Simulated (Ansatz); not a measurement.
ammonia (SMILES N) moved off its minimum; all values from Ansatz (a program for electronic structure), cores frozen in correlated methods.
(charge 0, multiplicity 1)
```xyz
4

N      0.0132    -0.0281     0.1168
H     -0.4223    -0.7698    -0.3196
H     -0.3501     0.8217    -0.2572
H      0.9324    -0.1662    -0.2562
```

Forces at wB97M-V/def2-TZVPP (eV/Å):

```tsv
atom	Fx	Fy	Fz
N1	1.256	0.704	1.124
H2	-1.898	-1.788	-0.892
H3	-0.213	0.519	-0.322
H4	0.855	0.564	0.091
```

Problem. Give the forces (eV/Å), the total energy and the dipole at CCSD(T)/aug-cc-pVTZ.

Solution. 
| atom | Fx | Fy | Fz |
|---|---|---|---|
| N1 | 1.247 | 0.712 | 1.300 |
| H2 | -1.956 | -1.869 | -0.958 |
| H3 | -0.244 | 0.598 | -0.379 |
| H4 | 0.954 | 0.560 | 0.037 |
Energy -56.4757 hartree, dipole 1.60 D.
